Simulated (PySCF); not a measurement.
Species: 2-chloroethyl methyl ether, C3H7ClO.
Atom-mapped SMILES: `[CH3:1][O:2][CH2:3][CH2:4][Cl:5]` (hydrogens: H6, H7, H8 on C1; H9, H10 on C3; H11, H12 on C4)

The closed-shell SCF was solved with PySCF and density fitting under several settings on one GFN2-xTB geometry (grid level 2 and gas phase unless stated).

```tsv
settings	basis functions	SCF cycles	E (Eh)	HOMO (eV)	LUMO (eV)	dipole (D)
PBE0/pcSseg-1	127	12	-653.5193	-7.71	0.91	2.01
PBE0/def2-SVPD	166	14	-653.2960	-7.83	0.48	1.92
```

Task: Estimate the rows for these settings: (1) wB97X-D/pcSseg-1, grid level 1, energy threshold 1e-07 Eh; (2) OPBE/3-21G; (3) WP04/cc-pVDZ, IEF-PCM chloroform.

Result: 
```tsv
settings	basis functions	SCF cycles	E (Eh)	HOMO (eV)	LUMO (eV)	dipole (D)
wB97X-D/pcSseg-1, grid level 1, energy threshold 1e-07 Eh	127	8	-653.8336	-9.66	2.75	2.07
OPBE/3-21G	63	14	-650.5371	-5.61	0.18	2.19
WP04/cc-pVDZ, IEF-PCM chloroform	109	14	-662.7193	-8.53	-1.06	2.16
```

Task: Over all rows, what range does the HOMO–LUMO gap span?

Result: From 5.79 eV (OPBE/3-21G) to 12.41 eV (wB97X-D/pcSseg-1, grid level 1, energy threshold 1e-07 Eh). The functional of the narrowest has no exact exchange, that of the widest range-separated exact exchange.

Task: And the dipole moment?

Result: From 1.92 D (PBE0/def2-SVPD) to 2.19 D (OPBE/3-21G); the largest is 1.14 times the smallest, and the median is 2.07 D.

Task: Compare two rows with the functional PBE0: PBE0/pcSseg-1 and PBE0/def2-SVPD. Which energy is lower, and by how much?

Result: PBE0/pcSseg-1 (127 functions) lies 0.2233 Eh or 140 kcal/mol below PBE0/def2-SVPD (166 functions). The smaller set gives the lower energy; the two sets aren't nested, so the variational bound doesn't order them by size.

Whole jobs, the steps after the SCF included, on an Arm Neoverse V1 with one thread, on a shared host:

```tsv
settings	work after the SCF	wall time	peak memory
PBE0/pcSseg-1	shieldings, charges and field gradients	9.9 s	0.58 GiB
PBE0/def2-SVPD	6 singlets by full TDDFT, 2 Tamm–Dancoff triplets, polarisability	16 s	0.71 GiB
wB97X-D/pcSseg-1, grid level 1, energy threshold 1e-07 Eh	shieldings	8.1 s	0.62 GiB
OPBE/3-21G	shieldings	4.9 s	0.35 GiB
WP04/cc-pVDZ, IEF-PCM chloroform	shieldings, charges and field gradients	9.6 s	0.58 GiB
```

wB97X-D ran without the empirical dispersion term, which would shift the total energy alone. Cycle counts include a coarse-grid stage where the run had one. WP04 was designed for NMR shieldings or shifts; total energies of different functionals aren't comparable. One conformer (not necessarily the lowest) at the GFN2-xTB geometry, without vibrations or thermal averaging.

The values belong to the conformer `[CH3:1][O:2][CH2:3][CH2:4][Cl:5]`: C1–O2–C3–C4 180°, O2–C3–C4–Cl5 180°.
